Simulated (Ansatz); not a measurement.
# CH2AlN: the cost of one run

Method: RKS PBE0/def2-SVP, in Ansatz 0.2.0.

### Step 1. Starting point

Bond lengths: N1–C2 1.219 Å, C2–Al3 1.968 Å, Al3–H4 1.506 Å, Al3–H5 1.598 Å. Angles: N1–C2–Al3 178.7°, C2–Al3–H4 119.6°, C2–Al3–H5 118.5°, H4–Al3–H5 121.5°.

Coordinates:

```xyz
5

N     1.4410   -1.4050    1.4268
C     0.7124   -0.7110    0.7386
Al   -0.4514    0.3868   -0.4078
H    -1.5963   -0.2590   -1.1423
H    -0.0558    1.9145   -0.6567
```

### Step 2. Relaxing end A

Input file input.yaml:

```yaml
crystal:
  periodic: [false, false, false]
  atoms:
    - { symbol: "N", position_ang: [1.441, -1.405, 1.4268] }
    - { symbol: C, position_ang: [0.7124, -0.711, 0.7386] }
    - { symbol: Al, position_ang: [-0.4514, 0.3868, -0.4078] }
    - { symbol: H, position_ang: [-1.5963, -0.259, -1.1423] }
    - { symbol: H, position_ang: [-0.0558, 1.9145, -0.6567] }
basis:
  gaussian: { orbitals: def2-SVP }
hamiltonian:
  xc: pbe0
relax:
  f_tol: 0.02
  max_steps: 50
```

Launch:

```sh
ansatz run input.yaml --threads 1 --pin off --max-ram 2048MiB --backend cpu --events-out ev --progress --plain --runs-dir out
```

What time and memory should one allow on 1 thread of Intel Xeon at 2.50GHz (Skylake/Cascade Lake), shared host?

About 18 s, with a peak of 0.13 GiB.
